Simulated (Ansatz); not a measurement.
We consider zinc-blende HgTe, described by r²SCAN0 in Ansatz (plane waves, PAW).

Settings: plane-wave cutoff 520 eV, 8×8×8 k mesh, Fermi–Dirac smearing 0.01 eV, scalar-relativistic PAW data made under PBE.

Cell (relaxed at this level):

HgTe has the cubic space group F-43m (No. 216), the zinc blende structure, Pearson symbol cF8. Conventional cell: a = 6.519 Å, b = 6.519 Å, c = 6.519 Å, α = 90.00°, β = 90.00°, γ = 90.00°. Hg on 4a is surrounded by 4 Te at 2.823 Å (tetrahedral). Te on 4d sees 4 Hg at 2.823 Å (tetrahedral). (Neighbours: up to the widest gap in distance over summed covalent radii, below 1.35, at either atom; cation-cation and far metal-metal contacts left out.)
(The calculation used a cell of 2 atoms; values per cell refer to that cell.)

Question: Predict the bulk modulus, band gap and pressure derivative B′ of the bulk modulus.

Answer: 
- bulk modulus: 44.9 GPa
- band gap: 0.59 eV (on the SCF k mesh)
- pressure derivative B′ of the bulk modulus: 5.0

Measured, for comparison: bulk modulus 42.3 GPa (temperature not stated, no zero-point or thermal correction; as tabulated in Toher et al. (2017), arXiv:1611.05714). Computed (rounded) less measured: bulk modulus +6 %. A static lattice is as a rule a little smaller and stiffer than an uncorrected measurement, which narrows the difference in the bulk modulus and would widen misses of the other sign.

Spin–orbit coupling is not included; with these elements it can move the gap by several tenths of an eV or more.

The computed numbers hold no vibrational or temperature effects.

Ansatz is a first-principles code.
